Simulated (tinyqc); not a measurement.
Inside a calculation. Method: CCSD on RHF in the sto-3g basis, frozen core, for H2O, spin multiplicity 1. Computed by tinyqc, a small Python program that keeps every step (integrals from PySCF). Settings: charge = 0, multiplicity = 1, basis = sto-3g, method = RHF, frozen orbitals = 1, energy threshold = 1e-10, iteration cap = 80, orthogonalisation = canonical, start = Wolfsberg-Helmholz matrix, DIIS depth = 6, amplitude equations = CCSD, DIIS depth for amplitudes = 0, cap on updates = 58. Command: `OMP_NUM_THREADS=1 python tinyqc.py 28064 28065 out.jsonl` (the two numbers bound the seeds that draw the settings). One thread of a shared host (Intel(R) Xeon(R) Processor @ 2.60GHz), about 0.3 s of CPU time with the checks. The early iterations of the SCF are left out here.

## One-electron integrals

Geometry (angstrom):
```
atom,x,y,z
O,0.0000,0.0000,0.0000
H,0.0000,0.7190,0.5950
H,0.0000,-0.7030,0.5830
```

Basis sto-3g: exponents (1/bohr^2) and contraction coefficients of normalised primitives:
```
element,l (shell),exponent,coefficient
O,s (1),130.7093,0.1543
O,s (1),23.8089,0.5353
O,s (1),6.4436,0.4446
O,s (2),5.0332,-0.1000
O,s (2),1.1696,0.3995
O,s (2),0.3804,0.7001
O,p (3),5.0332,0.1559
O,p (3),1.1696,0.6077
O,p (3),0.3804,0.3920
H,s (1),3.4253,0.1543
H,s (1),0.6239,0.5353
H,s (1),0.1689,0.4446
```

Overlap, kinetic and nuclear-attraction integrals over the contracted functions; the nuclear repulsion is the sum of Za Zb / Rab.

nuclear repulsion = 9.543604 hartree

overlap S, lower triangle:
```
,1O 1s,1O 2s,1O 2px,1O 2py,1O 2pz,2H 1s,3H 1s
1O 1s,1.0000
1O 2s,0.2367,1.0000
1O 2px,0.0000,0.0000,1.0000
1O 2py,0.0000,0.0000,0.0000,1.0000
1O 2pz,0.0000,0.0000,0.0000,0.0000,1.0000
2H 1s,0.0571,0.4906,0.0000,0.3094,0.2561,1.0000
3H 1s,0.0599,0.5040,0.0000,-0.3142,0.2606,0.2867,1.0000
```

kinetic energy T (hartree), lower triangle:
```
,1O 1s,1O 2s,1O 2px,1O 2py,1O 2pz,2H 1s,3H 1s
1O 1s,29.0032
1O 2s,-0.1680,0.8081
1O 2px,0.0000,0.0000,2.5287
1O 2py,0.0000,0.0000,0.0000,2.5287
1O 2pz,0.0000,0.0000,0.0000,0.0000,2.5287
2H 1s,-0.0007,0.1404,0.0000,0.2335,0.1932,0.7600
3H 1s,0.0010,0.1508,0.0000,-0.2457,0.2037,0.0172,0.7600
```

nuclear attraction V (hartree), lower triangle:
```
,1O 1s,1O 2s,1O 2px,1O 2py,1O 2pz,2H 1s,3H 1s
1O 1s,-61.7649
1O 2s,-7.4544,-10.1796
1O 2px,0.0000,0.0000,-10.0162
1O 2py,0.0005,0.0050,0.0000,-10.1767
1O 2pz,-0.0213,-0.2470,0.0000,0.0031,-10.1264
2H 1s,-1.8531,-4.0461,0.0000,-2.2689,-1.9645,-5.9516
3H 1s,-1.9442,-4.1835,0.0000,2.3253,-2.0160,-1.8739,-6.0318
```

core Hamiltonian H = T + V (hartree), lower triangle:
```
,1O 1s,1O 2s,1O 2px,1O 2py,1O 2pz,2H 1s,3H 1s
1O 1s,-32.7617
1O 2s,-7.6225,-9.3714
1O 2px,0.0000,0.0000,-7.4875
1O 2py,0.0005,0.0050,0.0000,-7.6480
1O 2pz,-0.0213,-0.2470,0.0000,0.0031,-7.5976
2H 1s,-1.8538,-3.9057,0.0000,-2.0354,-1.7713,-5.1916
3H 1s,-1.9432,-4.0327,0.0000,2.0796,-1.8123,-1.8567,-5.2718
```

## Two-electron integrals

Functions are numbered as in S; the eight-fold symmetry (ij|kl) = (ji|kl) = (kl|ij) leaves the list below.

Two-electron integrals (ij|kl) in chemists' order, unique and non-zero (hartree):
```
i,j,k,l,(ij|kl)
1,1,1,1,4.7851
2,1,1,1,0.7414
2,1,2,1,0.1369
2,2,1,1,1.1189
2,2,2,1,0.2566
2,2,2,2,0.8172
3,1,3,1,0.0245
3,2,3,1,0.0378
3,2,3,2,0.1805
3,3,1,1,1.1158
3,3,2,1,0.2567
3,3,2,2,0.8170
3,3,3,3,0.8802
4,1,4,1,0.0245
4,2,4,1,0.0378
4,2,4,2,0.1805
4,3,4,3,0.0474
4,4,1,1,1.1158
4,4,2,1,0.2567
4,4,2,2,0.8170
4,4,3,3,0.7853
4,4,4,4,0.8802
5,1,5,1,0.0245
5,2,5,1,0.0378
5,2,5,2,0.1805
5,3,5,3,0.0474
5,4,5,4,0.0474
5,5,1,1,1.1158
5,5,2,1,0.2567
5,5,2,2,0.8170
5,5,3,3,0.7853
5,5,4,4,0.7853
5,5,5,5,0.8802
6,1,1,1,0.1820
6,1,2,1,0.0333
6,1,2,2,0.0619
6,1,3,3,0.0618
6,1,4,1,0.0012
6,1,4,2,0.0022
6,1,4,4,0.0620
6,1,5,1,0.0010
6,1,5,2,0.0018
6,1,5,4,1.75e-04
6,1,5,5,0.0620
6,1,6,1,0.0082
6,2,1,1,0.4206
6,2,2,1,0.0976
6,2,2,2,0.3414
6,2,3,3,0.3358
6,2,4,1,0.0056
6,2,4,2,0.0419
6,2,4,4,0.3456
6,2,5,1,0.0046
6,2,5,2,0.0347
6,2,5,4,0.0081
6,2,5,5,0.3425
6,2,6,1,0.0241
6,2,6,2,0.1732
6,3,3,1,0.0105
6,3,3,2,0.0600
6,3,4,3,0.0088
6,3,5,3,0.0073
6,3,6,3,0.0254
6,4,1,1,0.2259
6,4,2,1,0.0531
6,4,2,2,0.1985
6,4,3,3,0.1894
6,4,4,1,0.0132
6,4,4,2,0.0833
6,4,4,4,0.2127
6,4,5,1,0.0022
6,4,5,2,0.0192
6,4,5,4,0.0120
6,4,5,5,0.1933
6,4,6,1,0.0138
6,4,6,2,0.1223
6,4,6,4,0.1108
6,5,1,1,0.1870
6,5,2,1,0.0440
6,5,2,2,0.1643
6,5,3,3,0.1568
6,5,4,1,0.0022
6,5,4,2,0.0192
6,5,4,4,0.1614
6,5,5,1,0.0123
6,5,5,2,0.0759
6,5,5,4,0.0127
6,5,5,5,0.1746
6,5,6,1,0.0114
6,5,6,2,0.1012
6,5,6,4,0.0707
6,5,6,5,0.0839
6,6,1,1,0.5435
6,6,2,1,0.1281
6,6,2,2,0.5120
6,6,3,3,0.4911
6,6,4,1,0.0100
6,6,4,2,0.1010
6,6,4,4,0.5279
6,6,5,1,0.0083
6,6,5,2,0.0836
6,6,5,4,0.0305
6,6,5,5,0.5163
6,6,6,1,0.0320
6,6,6,2,0.3195
6,6,6,4,0.2579
6,6,6,5,0.2134
6,6,6,6,0.7746
7,1,1,1,0.1909
7,1,2,1,0.0349
7,1,2,2,0.0649
7,1,3,3,0.0648
7,1,4,1,-0.0012
7,1,4,2,-0.0023
7,1,4,4,0.0650
7,1,5,1,0.0010
7,1,5,2,0.0019
7,1,5,4,-1.82e-04
7,1,5,5,0.0650
7,1,6,1,0.0085
7,1,6,2,0.0246
7,1,6,4,0.0127
7,1,6,5,0.0116
7,1,6,6,0.0322
7,1,7,1,0.0090
7,2,1,1,0.4351
7,2,2,1,0.1009
7,2,2,2,0.3523
7,2,3,3,0.3466
7,2,4,1,-0.0058
7,2,4,2,-0.0429
7,2,4,4,0.3566
7,2,5,1,0.0048
7,2,5,2,0.0356
7,2,5,4,-0.0083
7,2,5,5,0.3535
7,2,6,1,0.0242
7,2,6,2,0.1480
7,2,6,4,0.0716
7,2,6,5,0.0842
7,2,6,6,0.2280
7,2,7,1,0.0262
7,2,7,2,0.1835
7,3,3,1,0.0109
7,3,3,2,0.0622
7,3,4,3,-0.0091
7,3,5,3,0.0075
7,3,6,3,0.0212
7,3,7,3,0.0271
7,4,1,1,-0.2313
7,4,2,1,-0.0544
7,4,2,2,-0.2029
7,4,3,3,-0.1935
7,4,4,1,0.0137
7,4,4,2,0.0859
7,4,4,4,-0.2174
7,4,5,1,-0.0023
7,4,5,2,-0.0196
7,4,5,4,0.0123
7,4,5,5,-0.1975
7,4,6,1,-0.0124
7,4,6,2,-0.0705
7,4,6,4,-0.0133
7,4,6,5,-0.0391
7,4,6,6,-0.0940
7,4,7,1,-0.0148
7,4,7,2,-0.1283
7,4,7,4,0.1159
7,5,1,1,0.1918
7,5,2,1,0.0451
7,5,2,2,0.1682
7,5,3,3,0.1605
7,5,4,1,-0.0023
7,5,4,2,-0.0196
7,5,4,4,0.1652
7,5,5,1,0.0128
7,5,5,2,0.0785
7,5,5,4,-0.0130
7,5,5,5,0.1788
7,5,6,1,0.0113
7,5,6,2,0.0837
7,5,6,4,0.0395
7,5,6,5,0.0681
7,5,6,6,0.1420
7,5,7,1,0.0122
7,5,7,2,0.1064
7,5,7,4,-0.0736
7,5,7,5,0.0882
7,6,1,1,0.1855
7,6,2,1,0.0434
7,6,2,2,0.1641
7,6,3,3,0.1603
7,6,4,1,2.15e-05
7,6,4,2,2.36e-04
7,6,4,4,0.1633
7,6,5,1,0.0033
7,6,5,2,0.0287
7,6,5,4,6.67e-05
7,6,5,5,0.1687
7,6,6,1,0.0106
7,6,6,2,0.0829
7,6,6,4,0.0503
7,6,6,5,0.0544
7,6,6,6,0.1572
7,6,7,1,0.0112
7,6,7,2,0.0850
7,6,7,4,-0.0508
7,6,7,5,0.0555
7,6,7,6,0.0475
7,7,1,1,0.5535
7,7,2,1,0.1304
7,7,2,2,0.5193
7,7,3,3,0.4981
7,7,4,1,-0.0102
7,7,4,2,-0.1025
7,7,4,4,0.5354
7,7,5,1,0.0085
7,7,5,2,0.0850
7,7,5,4,-0.0309
7,7,5,5,0.5238
7,7,6,1,0.0313
7,7,6,2,0.2241
7,7,6,4,0.0939
7,7,6,5,0.1403
7,7,6,6,0.3626
7,7,7,1,0.0342
7,7,7,2,0.3306
7,7,7,4,-0.2644
7,7,7,5,0.2193
7,7,7,6,0.1572
7,7,7,7,0.7746
```

## Orthogonalisation

S = U s U^T; canonical form X = U s^(-1/2), so that X^T S X = 1. Each column of U has its largest component positive (the first on a tie).

eigenvalues of S: 0.3189  0.3936  0.8829  1.0000  1.0949  1.3203  1.9893

X:
```
,1,2,3,4,5,6,7
1O 1s,-0.2935,0.0315,0.7635,0.0000,-0.6174,0.0002,0.1418
1O 2s,1.2253,-0.1038,-0.3056,0.0000,-0.3058,0.0019,0.4086
1O 2px,0.0000,0.0000,0.0000,1.0000,0.0000,0.0000,0.0000
1O 2py,-0.0965,-0.9328,0.0008,0.0000,-0.0043,0.7041,-0.0041
1O 2pz,0.5831,-0.0511,0.6432,0.0000,0.6410,0.0036,0.1946
2H 1s,-0.6683,0.9755,-0.1470,0.0000,0.1180,0.3671,0.3690
3H 1s,-0.8673,-0.8395,-0.1445,0.0000,0.1175,-0.3562,0.3763
```

## Iteration 7 (converged): orbitals

converged F (hartree), lower triangle:
```
,1O 1s,1O 2s,1O 2px,1O 2py,1O 2pz,2H 1s,3H 1s
1O 1s,-20.2341
1O 2s,-5.1642,-2.4613
1O 2px,0.0000,0.0000,-0.3967
1O 2py,0.0005,0.0059,0.0000,-0.3411
1O 2pz,-0.0308,-0.1479,0.0000,0.0059,-0.3787
2H 1s,-1.2648,-1.0700,0.0000,-0.3921,-0.3917,-0.6164
3H 1s,-1.3253,-1.1050,0.0000,0.3980,-0.3977,-0.4559,-0.6460
```

Diagonalise F' = X^T F X, C = X C', fill 5 alpha and 5 beta electrons from the bottom; D = 2 C_occ C_occ^T. Each column has its largest component positive (the first on a tie).

F' = X^T F X (hartree), lower triangle:
```
,1,2,3,4,5,6,7
1,0.3051
2,0.0629,0.7526
3,1.4242,-0.1850,-9.2604
4,0.0000,0.0000,0.0000,-0.3967
5,-0.9521,0.1394,9.0057,0.0000,-9.5824
6,-0.0133,-0.1296,-0.0033,0.0000,0.0064,-0.6172
7,0.0438,-0.0224,-3.7113,0.0000,3.9238,0.0015,-2.8090
```

orbital energies (hartree): MO1 -20.2431, MO2 -1.2918, MO3 -0.6294, MO4 -0.4662, MO5 -0.3967, MO6 0.6452, MO7 0.7740

coefficients C:
```
,MO1,MO2,MO3,MO4,MO5,MO6,MO7
1O 1s,0.9941,-0.2312,-0.0031,0.1074,0.0000,-0.1347,0.0135
1O 2s,0.0273,0.8199,0.0174,-0.5592,0.0000,0.9322,-0.1039
1O 2px,0.0000,0.0000,0.0000,0.0000,1.0000,0.0000,0.0000
1O 2py,-0.0002,-0.0057,0.6135,0.0064,0.0000,0.0861,0.9956
1O 2pz,0.0048,0.1465,-0.0093,0.7723,0.0000,0.7627,-0.0735
2H 1s,-0.0062,0.1560,0.4456,0.2744,0.0000,-0.8839,-0.7907
3H 1s,-0.0065,0.1640,-0.4447,0.2619,0.0000,-0.7457,0.9543
```

D after iteration 7, lower triangle:
```
,1O 1s,1O 2s,1O 2px,1O 2py,1O 2pz,2H 1s,3H 1s
1O 1s,2.1062
1O 2s,-0.4451,1.9722
1O 2px,0.0000,0.0000,2.0000
1O 2py,-0.0001,0.0047,0.0000,0.7530
1O 2pz,0.1078,-0.6237,0.0000,-0.0032,1.2362
2H 1s,-0.0283,-0.0359,0.0000,0.5485,0.4612,0.5964
3H 1s,-0.0296,-0.0399,0.0000,-0.5442,0.4608,-0.2014,0.5866
```

## Convergence

Stop when the energy changes by less than 1e-10 hartree and every element of the error matrix X^T (F D S - S D F) X is below 3e-06.

Course of the cycle:
```
iteration,E (hartree),change,largest element of the error matrix
1,-74.673970,-,6.93e-01
2,-74.936574,-2.63e-01,1.53e-01
3,-74.953668,-1.71e-02,2.97e-02
4,-74.954567,-8.99e-04,4.48e-03
5,-74.954608,-4.05e-05,1.04e-04
6,-74.954608,-1.33e-08,5.48e-06
7,-74.954608,-5.96e-11,1.80e-06
```

PySCF RHF in the same basis = -74.954608 hartree

Converged in 7 iterations.

## Integrals over molecular orbitals

(pq|rs) = sum C_ip C_jq C_kr C_ls (ij|kl), one index at a time.

one-electron integrals over orbitals h = C^T H C (hartree), lower triangle:
```
,1,2,3,4,5,6,7
1,-32.7438
2,0.5550,-7.7164
3,0.0076,-0.0019,-6.4657
4,-0.2470,0.4063,0.0257,-7.0577
5,0.0000,0.0000,0.0000,0.0000,-7.4875
6,0.3099,-1.4116,-0.1620,-1.0375,0.0000,-5.3772
7,-0.0311,0.1480,-1.6731,0.0662,0.0000,-0.0220,-5.6056
```

Two-electron integrals over orbitals (pq|rs), unique and non-zero (hartree); the lowest 1 orbital is frozen and left out:
```
p,q,r,s,(pq|rs)
2,2,2,2,0.7338
3,2,2,2,-0.0035
3,2,3,2,0.1469
3,3,2,2,0.6550
3,3,3,2,0.0018
3,3,3,3,0.6447
4,2,2,2,0.0117
4,2,3,2,-1.97e-04
4,2,3,3,0.0073
4,2,4,2,0.1208
4,3,2,2,-0.0018
4,3,3,2,0.0165
4,3,3,3,-0.0010
4,3,4,2,0.0026
4,3,4,3,0.0465
4,4,2,2,0.6751
4,4,3,2,0.0018
4,4,3,3,0.6068
4,4,4,2,-0.1046
4,4,4,3,-0.0037
4,4,4,4,0.7961
5,2,5,2,0.1430
5,3,5,2,0.0014
5,3,5,3,0.0297
5,4,5,2,-0.0484
5,4,5,3,-0.0009
5,4,5,4,0.0580
5,5,2,2,0.7466
5,5,3,2,0.0007
5,5,3,3,0.6375
5,5,4,2,-0.0667
5,5,4,3,-0.0034
5,5,4,4,0.7343
5,5,5,5,0.8802
6,2,2,2,0.1452
6,2,3,2,0.0044
6,2,3,3,0.0801
6,2,4,2,0.0184
6,2,4,3,-0.0034
6,2,4,4,0.0909
6,2,5,5,0.1609
6,2,6,2,0.1037
6,3,2,2,0.0141
6,3,3,2,-0.0370
6,3,3,3,0.0089
6,3,4,2,-0.0067
6,3,4,3,-0.0260
6,3,4,4,0.0140
6,3,5,5,0.0182
6,3,6,2,0.0102
6,3,6,3,0.0678
6,4,2,2,0.0889
6,4,3,2,-0.0070
6,4,3,3,0.0427
6,4,4,2,-0.0314
6,4,4,3,-0.0016
6,4,4,4,0.1195
6,4,5,5,0.1104
6,4,6,2,0.0588
6,4,6,3,0.0115
6,4,6,4,0.0655
6,5,5,2,0.0597
6,5,5,3,0.0028
6,5,5,4,-0.0033
6,5,6,5,0.0393
6,6,2,2,0.6232
6,6,3,2,0.0167
6,6,3,3,0.5788
6,6,4,2,0.0591
6,6,4,3,0.0081
6,6,4,4,0.5530
6,6,5,5,0.5949
6,6,6,2,0.0993
6,6,6,3,-0.0063
6,6,6,4,0.0418
6,6,6,6,0.6063
7,2,2,2,-0.0151
7,2,3,2,0.0355
7,2,3,3,-0.0069
7,2,4,2,2.44e-04
7,2,4,3,-0.0355
7,2,4,4,-0.0110
7,2,5,5,-0.0168
7,2,6,2,-0.0049
7,2,6,3,0.0356
7,2,6,4,-0.0071
7,2,6,6,-0.0114
7,2,7,2,0.0608
7,3,2,2,0.1289
7,3,3,2,0.0054
7,3,3,3,0.0902
7,3,4,2,-0.0773
7,3,4,3,-0.0007
7,3,4,4,0.1604
7,3,5,5,0.1848
7,3,6,2,0.0766
7,3,6,3,0.0083
7,3,6,4,0.0745
7,3,6,6,0.0376
7,3,7,2,-0.0112
7,3,7,3,0.1512
7,4,2,2,-0.0041
7,4,3,2,-0.0786
7,4,3,3,-0.0043
7,4,4,2,0.0007
7,4,4,3,0.0057
7,4,4,4,-0.0079
7,4,5,5,-0.0068
7,4,6,2,-0.0064
7,4,6,3,0.0405
7,4,6,4,0.0022
7,4,6,6,-0.0134
7,4,7,2,-0.0152
7,4,7,3,-0.0089
7,4,7,4,0.0696
7,5,5,2,-0.0061
7,5,5,3,0.0233
7,5,5,4,0.0008
7,5,6,5,-0.0015
7,5,7,5,0.0240
7,6,2,2,-0.0026
7,6,3,2,0.0977
7,6,3,3,0.0043
7,6,4,2,-0.0057
7,6,4,3,0.0431
7,6,4,4,0.0060
7,6,5,5,0.0018
7,6,6,2,-0.0031
7,6,6,3,-0.0592
7,6,6,4,-0.0066
7,6,6,6,0.0167
7,6,7,2,-0.0124
7,6,7,3,0.0098
7,6,7,4,-0.0563
7,6,7,6,0.1107
7,7,2,2,0.6283
7,7,3,2,-0.0187
7,7,3,3,0.6175
7,7,4,2,-0.0102
7,7,4,3,-0.0085
7,7,4,4,0.6115
7,7,5,5,0.6262
7,7,6,2,0.0700
7,7,6,3,0.0194
7,7,6,4,0.0397
7,7,6,6,0.5686
7,7,7,2,-0.0055
7,7,7,3,0.0868
7,7,7,4,0.0085
7,7,7,6,-0.0159
7,7,7,7,0.6265
```

## CCSD: starting amplitudes

t_ij^ab = <ij||ab> / (e_i + e_j - e_a - e_b), whose energy is MP2.

Starting amplitudes (spin orbitals 1a, 1b, ...; amplitudes related by a flip of all spins are not repeated; the 24 largest):
```
from,to,t
3a 3b,7a 7b,-0.0539
3a 4b,6b 7a,0.0296
4a 4b,6a 6b,-0.0295
4a 4b,7a 7b,-0.0281
2a 2b,6a 6b,-0.0268
3a 3b,6a 6b,-0.0266
2a 3b,6a 7b,-0.0229
2a 4b,6a 6b,-0.0193
5a 5b,6a 6b,-0.0189
3a 4b,6a 7b,-0.0161
2a 2b,7a 7b,-0.0147
3a 4a,6a 7a,0.0135
2a 3a,6a 7a,-0.0123
2a 3b,6b 7a,0.0106
5a 5b,7a 7b,-0.0102
3a 4b,6a 6b,-0.0048
2a 4b,7a 7b,0.0046
3a 4b,7a 7b,0.0034
2a 3b,7a 7b,0.0032
2a 3b,6a 6b,-0.0032
3a 3b,6a 7b,-0.0031
2a 4b,6b 7a,-0.0022
2a 4b,6a 7b,0.0020
2a 2b,6a 7b,0.0012
```

correlation energy = -0.033259 hartree

## CCSD: amplitude update 1

t_i^a D_i^a and t_ij^ab D_ij^ab are set to the remaining terms of the spin-orbital equations, evaluated with the old amplitudes; for the doubles these are <ij||ab> + 1/2 <ab||ef> t_ij^ef + 1/2 <mn||ij> t_mn^ab + P(ij)P(ab) <mb||ej> t_im^ae + terms in t^2 + terms with t1, D the orbital-energy denominators.

Amplitudes after update 1 (spin orbitals 1a, 1b, ...; amplitudes related by a flip of all spins are not repeated; the 24 largest):
```
from,to,t
3a 3b,7a 7b,-0.0680
3a 4b,6b 7a,0.0379
4a 4b,6a 6b,-0.0362
4a 4b,7a 7b,-0.0358
3a 3b,6a 6b,-0.0353
2a 2b,6a 6b,-0.0310
2a 3b,6a 7b,-0.0286
2a 4b,6a 6b,-0.0265
3a 4b,6a 7b,-0.0237
5a 5b,6a 6b,-0.0234
2a 3b,6b 7a,0.0162
2a 2b,7a 7b,-0.0162
3a 4a,6a 7a,0.0142
2a 3a,6a 7a,-0.0124
5a 5b,7a 7b,-0.0110
3a 4b,6a 6b,-0.0066
4a,6a,-0.0051
3a 4b,7a 7b,0.0045
2a 3b,7a 7b,0.0043
2a 3b,6a 6b,-0.0042
2a 4b,7a 7b,0.0040
3a 3b,6a 7b,-0.0039
2a 4b,6b 7a,-0.0028
3a,7a,-0.0027
```

correlation energy = -0.041837 hartree

## CCSD: convergence

E_corr = 1/4 sum <ij||ab> t_ij^ab + 1/2 sum <ij||ab> t_i^a t_j^b; stop when the norm of the change is below 1e-8.

Course of the amplitude iterations:
```
update,correlation energy (hartree),norm of the change
0,-0.033259,-
1,-0.041837,6.14e-02
2,-0.044402,2.16e-02
3,-0.045265,8.50e-03
4,-0.045580,3.55e-03
5,-0.045701,1.55e-03
6,-0.045750,7.00e-04
7,-0.045770,3.26e-04
8,-0.045779,1.55e-04
9,-0.045783,7.49e-05
10,-0.045784,3.65e-05
11,-0.045785,1.80e-05
12,-0.045785,8.88e-06
13,-0.045786,4.41e-06
14,-0.045786,2.19e-06
15,-0.045786,1.09e-06
16,-0.045786,5.46e-07
17,-0.045786,2.73e-07
18,-0.045786,1.37e-07
19,-0.045786,6.84e-08
20,-0.045786,3.43e-08
21,-0.045786,1.72e-08
22,-0.045786,8.65e-09
```

Converged amplitudes (spin orbitals 1a, 1b, ...; amplitudes related by a flip of all spins are not repeated; the 24 largest):
```
from,to,t
3a 3b,7a 7b,-0.0747
3a 4b,6b 7a,0.0425
4a 4b,6a 6b,-0.0409
4a 4b,7a 7b,-0.0400
3a 3b,6a 6b,-0.0395
2a 2b,6a 6b,-0.0321
2a 4b,6a 6b,-0.0304
2a 3b,6a 7b,-0.0302
3a 4b,6a 7b,-0.0299
5a 5b,6a 6b,-0.0255
2a 3b,6b 7a,0.0196
2a 2b,7a 7b,-0.0159
3a 4a,6a 7a,0.0126
4a,6a,-0.0111
2a 3a,6a 7a,-0.0105
5a 5b,7a 7b,-0.0101
3a 4b,6a 6b,-0.0079
3a 4b,7a 7b,0.0052
2a 3b,7a 7b,0.0048
2a 3b,6a 6b,-0.0047
3a 3b,6a 7b,-0.0042
3a,7a,-0.0035
2a 4b,7a 7b,0.0030
2a 4b,6b 7a,-0.0029
```

CCSD total energy = -75.000394 hartree

T1 diagnostic, norm of the one-spin t1 over sqrt(correlated electrons) = 0.0041

Converged in 22 updates.
